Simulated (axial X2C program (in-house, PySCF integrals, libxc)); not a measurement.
**BS: cheaper levels and CCSD(T), 2c**

Calculated with an in-house relativistic program for diatomic molecules. Two-component (2c) means X2C with spin–orbit coupling and atomic mean-field two-electron Coulomb and Gaunt terms. Basis: S dyall-av3z [9s8p3d2f], B dyall-v3z [7s6p2d1f] (cores contracted in-house); Gaussian nuclei, density fitting, unrestricted open shells. Masses: S 31.972 u, B 11.009 u.

State: Ω = 1/2 (⟨Sz⟩ = 0.50, ⟨Lz⟩ = 0.00 at HF); fragments S + B.

| level | Re (Å) | ωe (cm⁻¹) | De (eV) |
| --- | --- | --- | --- |
| PBE0 | 1.610 | 1199.6 | 5.92 |
| HF | 1.600 | 1250.9 | 4.00 |
| CCSD | 1.613 | 1203.0 | 5.26 |
| M06 | 1.610 | 1191.3 | 5.79 |

Correlated methods: 9 electrons correlated (number of frozen shells: S 2 s, 1 p; B 1 s), 175 virtual spin orbitals or spinors in MP2, 90 natural virtuals in coupled cluster.

CCSD(T), same Hamiltonian and basis:

Re = 1.621 Å, ωe = 1176.2 cm⁻¹, De = 5.51 eV; T1 = 0.032 (Lee–Taylor normalisation).

Q: Give the differences from CCSD(T) in the columns below.

A: 

| level | ΔRe (Å) | Δωe (cm⁻¹) | ΔDe (eV) |
| --- | --- | --- | --- |
| PBE0 | -0.011 | 23 | 0.41 |
| HF | -0.021 | 75 | -1.51 |
| CCSD | -0.008 | 27 | -0.25 |
| M06 | -0.011 | 15 | 0.28 |

Occupations by symmetry block were frozen at the best pattern of an incomplete PBE0 search. De is counted from the lowest determinant-based energies of the atoms at the same level, without counterpoise correction. Density functionals use the spin component along the axis (collinear). Coupled cluster ran in a truncated set of natural virtual spinors; the MP2 energy of the rest was added. (T) has no such correction and the atoms are truncated less, which lowers De at CCSD(T) by a hundredth of an eV or more. A 2c atom that is not at its ground J level misses part of its spin–orbit lowering, and De is too large by that part (0.04 eV or less for light atoms). This holds for PBE0, M06. The functionals have no current-density term, which raises determinants with orbital currents, atoms included. The determinant is spin-polarised beyond a pure state at some levels (its spin-free form has ⟨S²⟩ too high), which makes Re and μ there less reliable. The stretched end of a curve changes character and is left out.
